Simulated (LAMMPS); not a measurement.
System: diamond-structure Ge. Method: the machine-learned potential SNAP Ge_Zuo_JPCA2020.snap (LAMMPS).

Equation-of-state points:

| V (Å³/atom) | E − E_lowest (meV/atom) | P (GPa) |
|---|---|---|
| 22.610 | 18.88 | 4.49 |
| 22.971 | 10.25 | 3.20 |
| 23.331 | 4.40 | 2.02 |
| 23.692 | 1.06 | 0.96 |
| 24.053 | 0.00 | 0.00 |
| 24.414 | 0.99 | -0.87 |
| 24.775 | 3.85 | -1.66 |
| 25.135 | 8.39 | -2.37 |
| 25.496 | 14.46 | -3.01 |

### Question
Fit the third-order Birch–Murnaghan equation and give B0 and B′.

### Answer
V0 = 24.053 Å³/atom, B0 = 60.9 GPa, B′ = 5.7 (fit to the energies at full precision).

Measured, for comparison: bulk modulus 77.3 GPa (low-temperature value with the zero-point effect removed, our sources range from 77.3 to 79.4; as tabulated in Tanner et al. (2021), arXiv:2110.11888); equilibrium volume per atom 22.47 Å³/atom (static lattice: zero-point anharmonic expansion removed; as tabulated in Mejia-Rodriguez and Trickey (2018), arXiv:1807.09216). Computed (rounded) less measured: bulk modulus -21 % (-21 % to -23 % over the range), equilibrium volume per atom +7.0 %.

A machine-learned potential is trained on density-functional data: it inherits that level's misses and adds fitting errors of its own.

Note: this model's volume lies 6 % above that of the starting cell (a measured, published or database cell).

The computed numbers hold no vibrational or temperature effects.
